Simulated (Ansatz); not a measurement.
triplet BP: levels of theory in one basis

```xyz
2

B     0.0000    0.0000   -0.8711
P     0.0000    0.0000    0.8711
```

Basis set: def2-SVP (spherical functions). Correlated methods keep 6 orbitals frozen. Correlation on ROHF uses semicanonical orbitals with singles. Charge 0, multiplicity 3.

Computed with Ansatz (development build ahead of 0.2.0); each method stands on the lowest determinant of its kind that the runs found.

```tsv
method	E − E(ROHF) (eV)	<S²> of the determinant
ROHF	0.00	–
UHF	-0.16	2.19
ROHF-MP2	-4.02	–
ROHF-CCSD(T)	-4.97	–
UHF-CCSD(T)	-4.96	2.19
```

Task: What does UHF-MP2 give on the same scale?

Result: -3.85 eV.

Caution for UHF, UHF-MP2, UHF-CCSD(T): the unrestricted determinant is spin contaminated.
